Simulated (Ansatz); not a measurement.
**NaC+ (quintet): the correlation ladder, cc-pVTZ**

The task here is to estimate one member of a computed series from the others.

Computed with Ansatz 0.2.0, Gaussian basis. Level: cc-pVTZ, core rule «outside noble gas», up to 6 orbitals frozen.

Plan: UHF; CCSD(T) on ROHF; CCSD(T) on UHF; BCCD(T) on ROHF; CISD as a restricted active space (open shells left free, so some higher excitations enter); CCSDT(Q) on ROHF; CCSDT(Q) on UHF; Full CI.

30 further runs of the same task are left out: 11 for a known fault of the program, 9 that didn't finish, 10 set aside as unsound or not needed. Runs told in other sessions of the task aren't counted.

## The system

The geometry is a PBE0/def2-TZVP stationary point (not a proven minimum) of the parent state, kept for this charge and spin.

2 atoms, charge 1, spin multiplicity 5.

Atoms are counted from 1 here; the program's logs count them from 0.

Bond lengths: C1–Na2 2.229 Å.

As a file:

```
atom   x (Å)   y (Å)   z (Å)
  C1  0.0000  0.0000  0.0000
 Na2  0.0000  0.0000  2.2288
```

Set-up of the first run:

Contents of in.yaml:

```yaml
crystal:
  periodic: [false, false, false]
  atoms:
    - {symbol: C, position_ang: [0.000000, 0.000000, 0.000000]}
    - {symbol: Na, position_ang: [0.000000, 0.000000, 2.228800]}
basis:
  gaussian: {orbitals: cc-pVTZ}
total_charge: 1
magnetization: {spin_polarized: true, initial_magnetization: 4}
hamiltonian: {xc: hf}
output: {orbitals: {seedname: orbitals}}
```

Started as:

```sh
$ ansatz run in.yaml --threads 1 --pin off --events-out ev --progress --plain --max-ram 2393MiB
```

Among the steps run: UHF; CCSD(T) on ROHF; CCSD(T) on UHF; BCCD(T) on ROHF; CISD as a restricted active space (open shells left free, so some higher excitations enter); CCSDT(Q) on ROHF; CCSDT(Q) on UHF; Full CI.

One of the session's tables, all rows but one given; the rest of the session is left out.

```
   method  from FCI (kJ/mol)
     ROHF              +88.5
      UHF              +88.4
     RMP2              +18.5
     UMP2              +18.4
     CISD               +1.2
    RCCSD                  ?
    UCCSD               +0.9
 RCCSD(T)               +0.2
 UCCSD(T)               +0.1
  BCCD(T)               +0.2
   RCCSDT                0.0
   UCCSDT               -0.2
RCCSDT(Q)                0.0
UCCSDT(Q)               -0.2
      FCI                  0
```

Q: Estimate the row for RCCSD from the others.

As computed: from FCI (kJ/mol): +1.0. In the column «from FCI (kJ/mol)» it lies between UCCSD (+0.9) and CISD (+1.2).

Limits of these values: Levels on UHF freeze UHF's core orbitals, full CI those of ROHF, so the U rows can settle a little off it for that reason alone. Restricted and unrestricted rows rest on different reference determinants; a gap between their highest levels can come from leftover correlation error, from unlike frozen cores or from another state.
